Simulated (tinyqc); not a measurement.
Worked calculation (part 1 of 2): RHF in the sto-3g basis, for CH3-, spin multiplicity 1. The basis has no diffuse functions, so it cannot describe the extra electron: this is an exercise in the method, not the real anion. Computed by tinyqc, a small Python program that keeps every step (integrals from PySCF). Settings: charge = -1, multiplicity = 1, basis = sto-3g, energy threshold = 1e-08, iteration cap = 74, orthogonalisation = symmetric, start = highest core orbitals, DIIS depth = 6, method = RHF. Command: `OMP_NUM_THREADS=1 python tinyqc.py 27779 27780 out.jsonl` (the two numbers bound the seeds that draw the settings). One thread of a shared host (Intel(R) Xeon(R) Processor @ 2.60GHz), about 0.07 s of CPU time with the checks. Later iterations appear only in the table of the cycle.

## One-electron integrals

Geometry (angstrom):
```
atom        x        y       z
C      0.0000   0.0000  0.0030
H      1.2030   0.0000  0.0000
H     -0.6020   1.0420  0.0000
H     -0.6020  -1.0420  0.0000
```

Basis sto-3g: exponents (1/bohr^2) and contraction coefficients of normalised primitives:
```
element  l (shell)  exponent  coefficient
C            s (1)   71.6168       0.1543
C            s (1)   13.0451       0.5353
C            s (1)    3.5305       0.4446
C            s (2)    2.9412      -0.1000
C            s (2)    0.6835       0.3995
C            s (2)    0.2223       0.7001
C            p (3)    2.9412       0.1559
C            p (3)    0.6835       0.6077
C            p (3)    0.2223       0.3920
H            s (1)    3.4253       0.1543
H            s (1)    0.6239       0.5353
H            s (1)    0.1689       0.4446
```

Overlap, kinetic and nuclear-attraction integrals over the contracted functions; the nuclear repulsion is the sum of Za Zb / Rab.

nuclear repulsion = 8.677819 hartree

overlap S, order 1C 1s, 1C 2s, 1C 2px, 1C 2py, 1C 2pz, 2H 1s, 3H 1s, 4H 1s:
```
[[1.0000, 0.2484, 0.0000, 0.0000, 0.0000, 0.0479, 0.0478, 0.0478],
 [0.2484, 1.0000, 0.0000, 0.0000, 0.0000, 0.4278, 0.4276, 0.4276],
 [0.0000, 0.0000, 1.0000, 0.0000, 0.0000, 0.4262, -0.2131, -0.2131],
 [0.0000, 0.0000, 0.0000, 1.0000, 0.0000, 0.0000, 0.3689, -0.3689],
 [0.0000, 0.0000, 0.0000, 0.0000, 1.0000, -0.0011, -0.0011, -0.0011],
 [0.0479, 0.4278, 0.4262, 0.0000, -0.0011, 1.0000, 0.1037, 0.1037],
 [0.0478, 0.4276, -0.2131, 0.3689, -0.0011, 0.1037, 1.0000, 0.1037],
 [0.0478, 0.4276, -0.2131, -0.3689, -0.0011, 0.1037, 0.1037, 1.0000]]
```

kinetic energy T (hartree), order 1C 1s, 1C 2s, 1C 2px, 1C 2py, 1C 2pz, 2H 1s, 3H 1s, 4H 1s:
```
[[15.8911, -0.0859, 0.0000, 0.0000, 0.0000, -0.0122, -0.0122, -0.0122],
 [-0.0859, 0.4722, 0.0000, 0.0000, 0.0000, 0.0737, 0.0736, 0.0736],
 [0.0000, 0.0000, 1.4777, 0.0000, 0.0000, 0.1967, -0.0983, -0.0983],
 [0.0000, 0.0000, 0.0000, 1.4777, 0.0000, 0.0000, 0.1701, -0.1701],
 [0.0000, 0.0000, 0.0000, 0.0000, 1.4777, -0.0005, -0.0005, -0.0005],
 [-0.0122, 0.0737, 0.1967, 0.0000, -0.0005, 0.7600, -0.0109, -0.0109],
 [-0.0122, 0.0736, -0.0983, 0.1701, -0.0005, -0.0109, 0.7600, -0.0109],
 [-0.0122, 0.0736, -0.0983, -0.1701, -0.0005, -0.0109, -0.0109, 0.7600]]
```

nuclear attraction V (hartree), order 1C 1s, 1C 2s, 1C 2px, 1C 2py, 1C 2pz, 2H 1s, 3H 1s, 4H 1s:
```
[[-34.9721, -4.5199, 0.0000, 0.0000, 0.0001, -0.8839, -0.8830, -0.8830],
 [-4.5199, -6.4871, 0.0000, 0.0000, 0.0011, -2.2860, -2.2846, -2.2846],
 [0.0000, 0.0000, -6.4970, 0.0000, 0.0000, -2.1004, 1.0502, 1.0502],
 [0.0000, 0.0000, 0.0000, -6.4968, 0.0000, 0.0000, -1.8178, 1.8178],
 [0.0001, 0.0011, 0.0000, 0.0000, -6.3405, 0.0055, 0.0055, 0.0055],
 [-0.8839, -2.2860, -2.1004, 0.0000, 0.0055, -4.3372, -0.5038, -0.5038],
 [-0.8830, -2.2846, 1.0502, -1.8178, 0.0055, -0.5038, -4.3364, -0.5039],
 [-0.8830, -2.2846, 1.0502, 1.8178, 0.0055, -0.5038, -0.5039, -4.3364]]
```

core Hamiltonian H = T + V (hartree), order 1C 1s, 1C 2s, 1C 2px, 1C 2py, 1C 2pz, 2H 1s, 3H 1s, 4H 1s:
```
[[-19.0810, -4.6058, 0.0000, 0.0000, 0.0001, -0.8961, -0.8953, -0.8953],
 [-4.6058, -6.0148, 0.0000, 0.0000, 0.0011, -2.2123, -2.2110, -2.2110],
 [0.0000, 0.0000, -5.0192, 0.0000, 0.0000, -1.9037, 0.9519, 0.9519],
 [0.0000, 0.0000, 0.0000, -5.0191, 0.0000, 0.0000, -1.6477, 1.6477],
 [0.0001, 0.0011, 0.0000, 0.0000, -4.8628, 0.0050, 0.0050, 0.0050],
 [-0.8961, -2.2123, -1.9037, 0.0000, 0.0050, -3.5772, -0.5147, -0.5147],
 [-0.8953, -2.2110, 0.9519, -1.6477, 0.0050, -0.5147, -3.5764, -0.5148],
 [-0.8953, -2.2110, 0.9519, 1.6477, 0.0050, -0.5147, -0.5148, -3.5764]]
```

## Two-electron integrals

Functions are numbered as in S; the eight-fold symmetry (ij|kl) = (ji|kl) = (kl|ij) leaves the list below.

Two-electron integrals (ij|kl) in chemists' order, unique and non-zero (hartree):
```
(11|11) 3.5419      (21|11) 0.5769      (21|21) 0.1119      (22|11) 0.8547
(22|21) 0.2053      (22|22) 0.6247      (31|31) 0.0203      (32|31) 0.0309
(32|32) 0.1380      (33|11) 0.8524      (33|21) 0.2053      (33|22) 0.6246
(33|33) 0.6728      (41|41) 0.0203      (42|41) 0.0309      (42|42) 0.1380
(43|43) 0.0363      (44|11) 0.8524      (44|21) 0.2053      (44|22) 0.6246
(44|33) 0.6003      (44|44) 0.6728      (51|51) 0.0203      (52|51) 0.0309
(52|52) 0.1380      (53|53) 0.0363      (54|54) 0.0363      (55|11) 0.8524
(55|21) 0.2053      (55|22) 0.6246      (55|33) 0.6003      (55|44) 0.6003
(55|55) 0.6728      (61|11) 0.1118      (61|21) 0.0216      (61|22) 0.0395
(61|31) 0.0013      (61|32) 0.0024      (61|33) 0.0398      (61|44) 0.0394
(61|51) -3.26e-06   (61|52) -6.09e-06   (61|53) -1.04e-06   (61|55) 0.0394
(61|61) 0.0042      (62|11) 0.2780      (62|21) 0.0677      (62|22) 0.2279
(62|31) 0.0064      (62|32) 0.0451      (62|33) 0.2388      (62|44) 0.2224
(62|51) -1.61e-05   (62|52) -1.13e-04   (62|53) -4.10e-05   (62|55) 0.2224
(62|61) 0.0136      (62|62) 0.1107      (63|11) 0.2407      (63|21) 0.0594
(63|22) 0.2119      (63|31) 0.0117      (63|32) 0.0748      (63|33) 0.2330
(63|44) 0.2013      (63|51) -1.22e-05   (63|52) -9.67e-05   (63|53) -5.73e-05
(63|55) 0.2013      (63|61) 0.0125      (63|62) 0.1222      (63|63) 0.1457
(64|41) 0.0068      (64|42) 0.0360      (64|43) 0.0087      (64|54) -2.18e-05
(64|64) 0.0133      (65|11) -0.0006     (65|21) -1.48e-04   (65|22) -0.0005
(65|31) -1.22e-05   (65|32) -9.67e-05   (65|33) -0.0005     (65|44) -0.0005
(65|51) 0.0068      (65|52) 0.0360      (65|53) 0.0087      (65|55) -0.0005
(65|61) -3.11e-05   (65|62) -3.05e-04   (65|63) -3.30e-04   (65|65) 0.0133
(66|11) 0.4334      (66|21) 0.1074      (66|22) 0.4116      (66|31) 0.0125
(66|32) 0.1190      (66|33) 0.4544      (66|44) 0.3900      (66|51) -3.13e-05
(66|52) -2.97e-04   (66|53) -1.61e-04   (66|55) 0.3900      (66|61) 0.0219
(66|62) 0.2557      (66|63) 0.3113      (66|65) -0.0008     (66|66) 0.7746
(71|11) 0.1117      (71|21) 0.0215      (71|22) 0.0395      (71|31) -0.0007
(71|32) -0.0012     (71|33) 0.0394      (71|41) 0.0011      (71|42) 0.0021
(71|43) -1.81e-04   (71|44) 0.0396      (71|51) -3.26e-06   (71|52) -6.09e-06
(71|53) 5.22e-07    (71|54) -9.03e-07   (71|55) 0.0393      (71|61) 0.0041
(71|62) 0.0128      (71|63) 0.0109      (71|64) 4.44e-04    (71|65) -2.92e-05
(71|66) 0.0201      (71|71) 0.0042      (72|11) 0.2778      (72|21) 0.0677
(72|22) 0.2278      (72|31) -0.0032     (72|32) -0.0226     (72|33) 0.2264
(72|41) 0.0056      (72|42) 0.0391      (72|43) -0.0071     (72|44) 0.2346
(72|51) -1.60e-05   (72|52) -1.12e-04   (72|53) 2.05e-05    (72|54) -3.55e-05
(72|55) 0.2222      (72|61) 0.0128      (72|62) 0.0775      (72|63) 0.0673
(72|64) 0.0092      (72|65) -2.07e-04   (72|66) 0.1382      (72|71) 0.0136
(72|72) 0.1106      (73|11) -0.1204     (73|21) -0.0297     (73|22) -0.1060
(73|31) 0.0080      (73|32) 0.0457      (73|33) -0.1112     (73|41) -0.0021
(73|42) -0.0168     (73|43) 0.0106      (73|44) -0.1060     (73|51) 6.11e-06
(73|52) 4.83e-05    (73|53) -3.06e-05   (73|54) 1.54e-05    (73|55) -0.1006
(73|61) -0.0051     (73|62) -0.0257     (73|63) -0.0146     (73|64) -0.0022
(73|65) 6.77e-05    (73|66) -0.0385     (73|71) -0.0062     (73|72) -0.0610
(73|73) 0.0464      (74|11) 0.2083      (74|21) 0.0514      (74|22) 0.1834
(74|31) -0.0021     (74|32) -0.0168     (74|33) 0.1773      (74|41) 0.0104
(74|42) 0.0651      (74|43) -0.0097     (74|44) 0.1986      (74|51) -1.06e-05
(74|52) -8.37e-05   (74|53) 1.54e-05    (74|54) -4.83e-05   (74|55) 0.1742
(74|61) 0.0097      (74|62) 0.0628      (74|63) 0.0543      (74|64) 0.0155
(74|65) -1.65e-04   (74|66) 0.1128      (74|71) 0.0108      (74|72) 0.1057
(74|73) -0.0573     (74|74) 0.1125      (75|11) -0.0006     (75|21) -1.48e-04
(75|22) -0.0005     (75|31) 6.11e-06    (75|32) 4.83e-05    (75|33) -0.0005
(75|41) -1.06e-05   (75|42) -8.37e-05   (75|43) 1.54e-05    (75|44) -0.0005
(75|51) 0.0068      (75|52) 0.0360      (75|53) -0.0044     (75|54) 0.0076
(75|55) -0.0005     (75|61) -2.92e-05   (75|62) -2.07e-04   (75|63) -1.77e-04
(75|64) -2.39e-05   (75|65) 0.0087      (75|66) -3.91e-04   (75|71) -3.11e-05
(75|72) -3.04e-04   (75|73) 1.65e-04    (75|74) -2.86e-04   (75|75) 0.0133
(76|11) 0.0602      (76|21) 0.0147      (76|22) 0.0513      (76|31) 0.0006
(76|32) 0.0044      (76|33) 0.0518      (76|41) 0.0010      (76|42) 0.0076
(76|43) 3.27e-04    (76|44) 0.0521      (76|51) -5.82e-06   (76|52) -4.35e-05
(76|53) -5.92e-06   (76|54) -1.03e-05   (76|55) 0.0500      (76|61) 0.0029
(76|62) 0.0221      (76|63) 0.0227      (76|64) 0.0024      (76|65) -6.69e-05
(76|66) 0.0475      (76|71) 0.0029      (76|72) 0.0221      (76|73) -0.0092
(76|74) 0.0208      (76|75) -6.69e-05   (76|76) 0.0055      (77|11) 0.4333
(77|21) 0.1073      (77|22) 0.4115      (77|31) -0.0063     (77|32) -0.0595
(77|33) 0.4060      (77|41) 0.0109      (77|42) 0.1030      (77|43) -0.0279
(77|44) 0.4382      (77|51) -3.13e-05   (77|52) -2.96e-04   (77|53) 8.04e-05
(77|54) -1.39e-04   (77|55) 0.3899      (77|61) 0.0201      (77|62) 0.1383
(77|63) 0.1170      (77|64) 0.0231      (77|65) -3.91e-04   (77|66) 0.2533
(77|71) 0.0219      (77|72) 0.2556      (77|73) -0.1557     (77|74) 0.2694
(77|75) -0.0008     (77|76) 0.0475      (77|77) 0.7746      (81|11) 0.1117
(81|21) 0.0215      (81|22) 0.0395      (81|31) -0.0007     (81|32) -0.0012
(81|33) 0.0394      (81|41) -0.0011     (81|42) -0.0021     (81|43) 1.81e-04
(81|44) 0.0396      (81|51) -3.26e-06   (81|52) -6.09e-06   (81|53) 5.22e-07
(81|54) 9.03e-07    (81|55) 0.0393      (81|61) 0.0041      (81|62) 0.0128
(81|63) 0.0109      (81|64) -4.44e-04   (81|65) -2.92e-05   (81|66) 0.0201
(81|71) 0.0041      (81|72) 0.0127      (81|73) -0.0059     (81|74) 0.0092
(81|75) -2.92e-05   (81|76) 0.0027      (81|77) 0.0201      (81|81) 0.0042
(82|11) 0.2778      (82|21) 0.0677      (82|22) 0.2278      (82|31) -0.0032
(82|32) -0.0226     (82|33) 0.2264      (82|41) -0.0056     (82|42) -0.0391
(82|43) 0.0071      (82|44) 0.2346      (82|51) -1.60e-05   (82|52) -1.12e-04
(82|53) 2.05e-05    (82|54) 3.55e-05    (82|55) 0.2222      (82|61) 0.0128
(82|62) 0.0775      (82|63) 0.0673      (82|64) -0.0092     (82|65) -2.07e-04
(82|66) 0.1382      (82|71) 0.0127      (82|72) 0.0775      (82|73) -0.0416
(82|74) 0.0536      (82|75) -2.07e-04   (82|76) 0.0166      (82|77) 0.1382
(82|81) 0.0136      (82|82) 0.1106      (83|11) -0.1204     (83|21) -0.0297
(83|22) -0.1060     (83|31) 0.0080      (83|32) 0.0457      (83|33) -0.1112
(83|41) 0.0021      (83|42) 0.0168      (83|43) -0.0106     (83|44) -0.1060
(83|51) 6.11e-06    (83|52) 4.83e-05    (83|53) -3.06e-05   (83|54) -1.54e-05
(83|55) -0.1006     (83|61) -0.0051     (83|62) -0.0257     (83|63) -0.0146
(83|64) 0.0022      (83|65) 6.77e-05    (83|66) -0.0385     (83|71) -0.0059
(83|72) -0.0416     (83|73) 0.0305      (83|74) -0.0283     (83|75) 1.09e-04
(83|76) -0.0069     (83|77) -0.0785     (83|81) -0.0062     (83|82) -0.0610
(83|83) 0.0464      (84|11) -0.2083     (84|21) -0.0514     (84|22) -0.1834
(84|31) 0.0021      (84|32) 0.0168      (84|33) -0.1773     (84|41) 0.0104
(84|42) 0.0651      (84|43) -0.0097     (84|44) -0.1986     (84|51) 1.06e-05
(84|52) 8.37e-05    (84|53) -1.54e-05   (84|54) -4.83e-05   (84|55) -0.1742
(84|61) -0.0097     (84|62) -0.0628     (84|63) -0.0543     (84|64) 0.0155
(84|65) 1.65e-04    (84|66) -0.1128     (84|71) -0.0092     (84|72) -0.0536
(84|73) 0.0283      (84|74) -0.0296     (84|75) 1.41e-04    (84|76) -0.0119
(84|77) -0.0897     (84|81) -0.0108     (84|82) -0.1057     (84|83) 0.0573
(84|84) 0.1125      (85|11) -0.0006     (85|21) -1.48e-04   (85|22) -0.0005
(85|31) 6.11e-06    (85|32) 4.83e-05    (85|33) -0.0005     (85|41) 1.06e-05
(85|42) 8.37e-05    (85|43) -1.54e-05   (85|44) -0.0005     (85|51) 0.0068
(85|52) 0.0360      (85|53) -0.0044     (85|54) -0.0076     (85|55) -0.0005
(85|61) -2.92e-05   (85|62) -2.07e-04   (85|63) -1.77e-04   (85|64) 2.39e-05
(85|65) 0.0087      (85|66) -3.91e-04   (85|71) -2.92e-05   (85|72) -2.07e-04
(85|73) 1.09e-04    (85|74) -1.41e-04   (85|75) 0.0086      (85|76) -4.86e-05
(85|77) -3.91e-04   (85|81) -3.11e-05   (85|82) -3.04e-04   (85|83) 1.65e-04
(85|84) 2.86e-04    (85|85) 0.0133      (86|11) 0.0602      (86|21) 0.0147
(86|22) 0.0513      (86|31) 0.0006      (86|32) 0.0044      (86|33) 0.0518
(86|41) -0.0010     (86|42) -0.0076     (86|43) -3.27e-04   (86|44) 0.0521
(86|51) -5.82e-06   (86|52) -4.35e-05   (86|53) -5.92e-06   (86|54) 1.03e-05
(86|55) 0.0500      (86|61) 0.0029      (86|62) 0.0221      (86|63) 0.0227
(86|64) -0.0024     (86|65) -6.69e-05   (86|66) 0.0475      (86|71) 0.0027
(86|72) 0.0166      (86|73) -0.0069     (86|74) 0.0119      (86|75) -4.86e-05
(86|76) 0.0043      (86|77) 0.0293      (86|81) 0.0029      (86|82) 0.0221
(86|83) -0.0092     (86|84) -0.0208     (86|85) -6.69e-05   (86|86) 0.0055
(87|11) 0.0602      (87|21) 0.0147      (87|22) 0.0513      (87|31) -0.0012
(87|32) -0.0087     (87|33) 0.0523      (87|44) 0.0516      (87|51) -5.82e-06
(87|52) -4.35e-05   (87|53) 1.19e-05    (87|55) 0.0500      (87|61) 0.0027
(87|62) 0.0166      (87|63) 0.0138      (87|65) -4.87e-05   (87|66) 0.0293
(87|71) 0.0029      (87|72) 0.0221      (87|73) -0.0134     (87|74) 0.0184
(87|75) -6.69e-05   (87|76) 0.0043      (87|77) 0.0475      (87|81) 0.0029
(87|82) 0.0221      (87|83) -0.0134     (87|84) -0.0184     (87|85) -6.69e-05
(87|86) 0.0043      (87|87) 0.0055      (88|11) 0.4333      (88|21) 0.1073
(88|22) 0.4115      (88|31) -0.0063     (88|32) -0.0595     (88|33) 0.4060
(88|41) -0.0109     (88|42) -0.1030     (88|43) 0.0279      (88|44) 0.4382
(88|51) -3.13e-05   (88|52) -2.96e-04   (88|53) 8.04e-05    (88|54) 1.39e-04
(88|55) 0.3899      (88|61) 0.0201      (88|62) 0.1383      (88|63) 0.1170
(88|64) -0.0231     (88|65) -3.91e-04   (88|66) 0.2533      (88|71) 0.0201
(88|72) 0.1382      (88|73) -0.0785     (88|74) 0.0897      (88|75) -3.91e-04
(88|76) 0.0293      (88|77) 0.2533      (88|81) 0.0219      (88|82) 0.2556
(88|83) -0.1557     (88|84) -0.2694     (88|85) -0.0008     (88|86) 0.0475
(88|87) 0.0475      (88|88) 0.7746
```

## Orthogonalisation

S = U s U^T; symmetric (Loewdin) form X = U s^(-1/2) U^T, so that X^T S X = 1.

eigenvalues of S: [0.3281, 0.4236, 0.4239, 0.9710, 1.0000, 1.4724, 1.4728, 1.9083]

X, order 1C 1s, 1C 2s, 1C 2px, 1C 2py, 1C 2pz, 2H 1s, 3H 1s, 4H 1s:
```
[[1.0279, -0.1592, 0.0000, 0.0000, 0.0001, 0.0239, 0.0239, 0.0239],
 [-0.1592, 1.3113, 0.0001, 0.0000, -0.0007, -0.2770, -0.2768, -0.2768],
 [0.0000, 0.0001, 1.1451, 0.0000, 0.0000, -0.2895, 0.1447, 0.1447],
 [0.0000, 0.0000, 0.0000, 1.1448, 0.0000, 0.0000, -0.2505, 0.2505],
 [0.0001, -0.0007, 0.0000, 0.0000, 1.0000, 0.0007, 0.0007, 0.0007],
 [0.0239, -0.2770, -0.2895, 0.0000, 0.0007, 1.1922, -0.0233, -0.0233],
 [0.0239, -0.2768, 0.1447, -0.2505, 0.0007, -0.0233, 1.1920, -0.0233],
 [0.0239, -0.2768, 0.1447, 0.2505, 0.0007, -0.0233, -0.0233, 1.1920]]
```

## Starting guess

The start is the highest orbitals of the core Hamiltonian (a deliberately bad start); D = 2 C_occ C_occ^T.

D at the start, order 1C 1s, 1C 2s, 1C 2px, 1C 2py, 1C 2pz, 2H 1s, 3H 1s, 4H 1s:
```
[[0.0130, -0.1208, 0.0000, 0.0000, -0.0013, 0.1139, 0.1138, 0.1138],
 [-0.1208, 1.1200, 0.0003, 0.0000, 0.0041, -1.0561, -1.0550, -1.0550],
 [0.0000, 0.0003, 0.4218, 0.0000, 0.0000, -0.9324, 0.4660, 0.4660],
 [0.0000, 0.0000, 0.0000, 2.8723, 0.0000, 0.0000, -1.1822, 1.1822],
 [-0.0013, 0.0041, 0.0000, 0.0000, 2.0000, 0.0023, 0.0023, 0.0023],
 [0.1139, -1.0561, -0.9324, 0.0000, 0.0023, 3.0555, -0.0355, -0.0355],
 [0.1138, -1.0550, 0.4660, -1.1822, 0.0023, -0.0355, 3.1116, -0.0929],
 [0.1138, -1.0550, 0.4660, 1.1822, 0.0023, -0.0355, -0.0929, 3.1116]]
```

## Iteration 1: building the Fock matrix

J_ij = sum D_kl (ij|kl), K_ij = sum D_kl (ik|jl); F = H + J - 0.5 K; E = tr D H + tr D J / 2 - 0.25 tr D K + E_nn.

Coulomb J (hartree), order 1C 1s, 1C 2s, 1C 2px, 1C 2py, 1C 2pz, 2H 1s, 3H 1s, 4H 1s:
```
[[6.0361, 1.4656, 0.0026, 0.0000, 0.0002, 0.2819, 0.2820, 0.2820],
 [1.4656, 4.8937, 0.0193, 0.0000, 0.0002, 1.9377, 1.9477, 1.9477],
 [0.0026, 0.0193, 4.8549, 0.0000, 0.0000, 1.8890, -0.9402, -0.9402],
 [0.0000, 0.0000, 0.0000, 5.0044, 0.0000, 0.0000, 1.6668, -1.6668],
 [0.0002, 0.0002, 0.0000, 0.0000, 4.8179, -0.0047, -0.0047, -0.0047],
 [0.2819, 1.9377, 1.8890, 0.0000, -0.0047, 4.1681, 0.4477, 0.4477],
 [0.2820, 1.9477, -0.9402, 1.6668, -0.0047, 0.4477, 4.2138, 0.4443],
 [0.2820, 1.9477, -0.9402, -1.6668, -0.0047, 0.4477, 0.4443, 4.2138]]
```

exchange K (hartree), order 1C 1s, 1C 2s, 1C 2px, 1C 2py, 1C 2pz, 2H 1s, 3H 1s, 4H 1s:
```
[[0.1084, 0.1384, 0.0017, 0.0000, 0.0002, 0.0243, 0.0298, 0.0298],
 [0.1384, 0.6754, 0.0157, 0.0000, 0.0044, 0.3533, 0.3848, 0.3848],
 [0.0017, 0.0157, 0.3015, 0.0000, 0.0000, 0.3583, -0.1747, -0.1747],
 [0.0000, 0.0000, 0.0000, 1.5938, 0.0000, 0.0000, 0.5973, -0.5973],
 [0.0002, 0.0044, 0.0000, 0.0000, 1.4494, -0.0003, -0.0003, -0.0003],
 [0.0243, 0.3533, 0.3583, 0.0000, -0.0003, 1.4635, 0.0950, 0.0950],
 [0.0298, 0.3848, -0.1747, 0.5973, -0.0003, 0.0950, 1.5610, 0.0396],
 [0.0298, 0.3848, -0.1747, -0.5973, -0.0003, 0.0950, 0.0396, 1.5610]]
```

Fock matrix F (hartree), order 1C 1s, 1C 2s, 1C 2px, 1C 2py, 1C 2pz, 2H 1s, 3H 1s, 4H 1s:
```
[[-13.0991, -3.2094, 0.0018, 0.0000, 0.0002, -0.6263, -0.6282, -0.6282],
 [-3.2094, -1.4588, 0.0115, 0.0000, -0.0009, -0.4512, -0.4557, -0.4557],
 [0.0018, 0.0115, -0.3150, 0.0000, 0.0000, -0.1939, 0.0991, 0.0991],
 [0.0000, 0.0000, 0.0000, -0.8115, 0.0000, 0.0000, -0.2795, 0.2795],
 [0.0002, -0.0009, 0.0000, 0.0000, -0.7696, 0.0005, 0.0004, 0.0004],
 [-0.6263, -0.4512, -0.1939, 0.0000, 0.0005, -0.1408, -0.1145, -0.1145],
 [-0.6282, -0.4557, 0.0991, -0.2795, 0.0004, -0.1145, -0.1431, -0.0903],
 [-0.6282, -0.4557, 0.0991, 0.2795, 0.0004, -0.1145, -0.0903, -0.1431]]
```

total energy of this density = -11.645232 hartree

## Iteration 1: diagonalisation and new density

Diagonalise F' = X^T F X, C = X C', fill 5 alpha and 5 beta electrons from the bottom; D = 2 C_occ C_occ^T. Each column has its largest component positive (the first on a tie).

F' = X^T F X (hartree):
```
[[-12.9095, -1.5117, -0.0002, 0.0000, 0.0003, -0.1175, -0.1187, -0.1187],
 [-1.5117, -0.7587, 0.0121, 0.0000, -0.0012, -0.2041, -0.2125, -0.2125],
 [-0.0002, 0.0121, -0.2212, 0.0000, 0.0000, -0.1843, 0.0937, 0.0937],
 [0.0000, 0.0000, 0.0000, -0.7497, 0.0000, 0.0000, -0.1752, 0.1752],
 [0.0003, -0.0012, 0.0000, 0.0000, -0.7696, 0.0003, 0.0003, 0.0003],
 [-0.1175, -0.2041, -0.1843, 0.0000, 0.0003, 0.0993, -0.0283, -0.0283],
 [-0.1187, -0.2125, 0.0937, -0.1752, 0.0003, -0.0283, 0.1321, -0.0283],
 [-0.1187, -0.2125, 0.0937, 0.1752, 0.0003, -0.0283, -0.0283, 0.1321]]
```

orbital energies (hartree): [-13.0994, -0.8128, -0.7696, -0.7170, -0.3308, 0.2080, 0.2235, 0.2530]

coefficients C, order 1C 1s, 1C 2s, 1C 2px, 1C 2py, 1C 2pz, 2H 1s, 3H 1s, 4H 1s:
```
[[1.0014, 0.0000, -0.0045, -0.2518, -0.0044, 0.1254, 0.0000, 0.0416],
 [-0.0069, 0.0000, 0.0183, 1.0263, 0.0104, -0.9096, 0.0000, -0.3063],
 [-0.0001, 0.0000, -0.0004, -0.0284, 0.8756, -0.2810, 0.0000, 0.7684],
 [0.0000, 1.0221, 0.0000, 0.0000, 0.0000, 0.0000, -0.6257, 0.0000],
 [0.0000, 0.0000, 0.9998, -0.0177, 0.0000, 0.0022, 0.0000, 0.0007],
 [0.0022, 0.0000, 0.0000, 0.0046, 0.1854, 1.0064, 0.0000, -0.7323],
 [0.0024, -0.0308, 0.0000, 0.0038, -0.0725, 0.5143, 0.8945, 0.7154],
 [0.0024, 0.0308, 0.0000, 0.0038, -0.0725, 0.5143, -0.8945, 0.7154]]
```

D after iteration 1, order 1C 1s, 1C 2s, 1C 2px, 1C 2py, 1C 2pz, 2H 1s, 3H 1s, 4H 1s:
```
[[2.1324, -0.5310, 0.0066, 0.0000, 0.0000, 0.0005, 0.0035, 0.0035],
 [-0.5310, 2.1075, -0.0401, 0.0000, 0.0001, 0.0134, 0.0064, 0.0064],
 [0.0066, -0.0401, 1.5349, 0.0000, 0.0001, 0.3245, -0.1271, -0.1271],
 [0.0000, 0.0000, 0.0000, 2.0894, 0.0000, 0.0000, -0.0629, 0.0629],
 [0.0000, 0.0001, 0.0001, 0.0000, 2.0000, -0.0001, -0.0001, -0.0001],
 [0.0005, 0.0134, 0.3245, 0.0000, -0.0001, 0.0688, -0.0268, -0.0268],
 [0.0035, 0.0064, -0.1271, -0.0629, -0.0001, -0.0268, 0.0124, 0.0087],
 [0.0035, 0.0064, -0.1271, 0.0629, -0.0001, -0.0268, 0.0087, 0.0124]]
```
